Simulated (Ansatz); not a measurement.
**Structure relaxation of TlSbS4**

The calculation used DFT r2SCAN, scalar-relativistic, plane waves, PAW in Ansatz. Cutoff 500 eV, Γ-centred k mesh, Gaussian smearing, no spin polarisation in the final step.

TlSbS4 was placed on the sites of a reported MgInCu4 cell (F-43m, No. 216), with Tl in place of Mg, Sb in place of In, S in place of Cu, at a guessed volume.

```
CELL_PARAMETERS angstrom
0.00000 4.05431 4.05431
4.05431 0.00000 4.05431
4.05431 4.05431 0.00000
ATOMIC_POSITIONS crystal
Tl 0.00000 0.00000 0.00000
Sb 0.75000 0.75000 0.75000
S 0.37500 0.87500 0.37500
S 0.37500 0.37500 0.87500
S 0.37500 0.37500 0.37500
S 0.87500 0.37500 0.37500
```

Cell and atoms relax at zero pressure; the relaxation can't lower the symmetry of the start.

Energies over the elements count from the elements' standard structures at the same level, with no empirical corrections.

(1) What does it relax into?

(2) What are its volume, energy, density and gap?

## Answers

(1) It keeps F-43m (No. 216). Conventional cell: a = 7.928 Å. Tl is coordinated by 12 S at 3.29 Å and 4 Sb at 3.43 Å; Sb has 12 S at 3.28 Å and 4 Tl at 3.43 Å; S has 6 S at 2.74–2.86 Å, 3 Sb at 3.28 Å and 3 Tl at 3.29 Å.

```xyz
6
Lattice="0.0000 3.9642 3.9642 3.9642 0.0000 3.9642 3.9642 3.9642 0.0000" Properties=species:S:1:pos:R:3 pbc="T T T"
Tl    0.0000    0.0000    0.0000
Sb    1.9821    1.9821    1.9821
S     4.9341    2.9943    2.9943
S     4.9341    4.9341    4.9341
S     2.9943    4.9341    2.9943
S     2.9943    2.9943    4.9341
```

(2) The volume per atom is 20.76 Å³. The density is 6.06 g/cm³, the energy over the elements is 0.80 eV/atom and the gap on the 8×8×8 mesh is 0 eV (a metal).

The final run used a 8×8×8 mesh on its 6-atom cell and 0.10 eV smearing. For metals, differences of a few meV/atom aren't resolved. Spin–orbit coupling is left out. A structure relaxed within its symmetry needn't be a true minimum.

Cost: 3 runs of about 4 core-minutes in all, on Oxide Virtual Turin-like Processor (Zen 5) (shared hosts).